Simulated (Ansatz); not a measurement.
## Other spins and charges of SbH₄⁻, triplet at one geometry

Geometry (PBE0/def2-TZVPD stationary point for this spin, not checked as a minimum):

```yaml
atoms:
  - { symbol: Sb, position_ang: [0.0000, 0.0000, 0.0000] }
  - { symbol: H, position_ang: [0.3559, 1.2939, 1.3069] }
  - { symbol: H, position_ang: [-0.5350, -1.2776, 1.2611] }
  - { symbol: H, position_ang: [-0.3466, 1.2804, -1.3226] }
  - { symbol: H, position_ang: [0.5257, -1.2967, -1.2454] }
```

Basis def2-SVPD with its core potentials; Ansatz 0.2.0. Correlated methods freeze the noble-gas cores and the filled d shells of p-block atoms. R marks a restricted (for open shells ROHF) determinant, U an unrestricted one. Active spaces: valence = (10e, 8o) chosen from the atoms' valence shells. No spin–orbit coupling is included; scalar relativity enters through the core potentials alone.

Gaps are energies of the second state less the first, at fixed atoms, for a selection of the levels run; each method lands on the state that its own search finds for that charge and spin.

Unrestricted rows (U, and Kohn–Sham where it breaks symmetry) aren't spin-pure: their determinants' ⟨S²⟩ exceeds S(S+1) by up to 0.17, so they mix in states of higher spin. For open shells CISD is restricted-active-space CI with the open shells as a complete middle space. The highest occupied Kohn–Sham level of the anion is positive, up to +1.71 eV, so in those functionals the extra electron is held by the basis alone, which enters their differences from the reference. A value is left out where its run failed or describes another state than the reference as far as symmetry and spin tell, or, spin-broken singlets apart, can't be checked.

Removing an electron, to the doublet: 0.520 eV at UCCSDT(Q).

| level | gap (eV) | error (meV) | ⟨S²⟩ where 0.1 over S(S+1) (first / second) |
| --- | --- | --- | --- |
| UHF | 0.383 | -137 | – / 0.92 |
| UMP2 | 0.563 | 43 | – / – |
| CISD | 0.488 | -32 | – / – |
| UCCSD | 0.524 | 4 | – / – |
| UCCSD(T) | 0.525 | 5 | – / – |
| BCCD(T) | 0.525 | 5 | – / – |
| UCCSDT | 0.521 | 1 | – / – |
| CASSCF (valence space) | -0.691 | -1211 | – / – |
| NEVPT2 (valence space) | 0.194 | -326 | – / – |
| MRCISD (valence space) | 0.333 | -187 | – / – |
| MRCISD+Q (valence space) | 0.510 | -10 | – / – |
| PBE | 0.825 | 305 | – / – |
| r2SCAN | 0.910 | 390 | – / – |
| PBE0 | 0.856 | 336 | – / – |
| B3LYP | 0.956 | 436 | – / – |
| wB97M-V | 0.732 | 212 | – / – |
| B2PLYP | 0.780 | 260 | – / – |
| RPA-PBE | 0.727 | 207 | – / – |

Wrong sign: CASSCF (valence space).

In so small a basis the reference is far from its limit while semilocal and hybrid functionals are nearer theirs (RPA and double hybrids share part of the reference's basis error), so the functionals' errors here hold much of the reference's basis and frozen-core error, which can add to them or hide them.

Full CI isn't at hand for all of this; UCCSDT(Q) serves as the reference, and is uncertain by the last step of the cluster series or more. The frozen core follows each run's orbitals, which can shift R against U totals by a few meV for light atoms and by up to 0.1 eV past Ca.
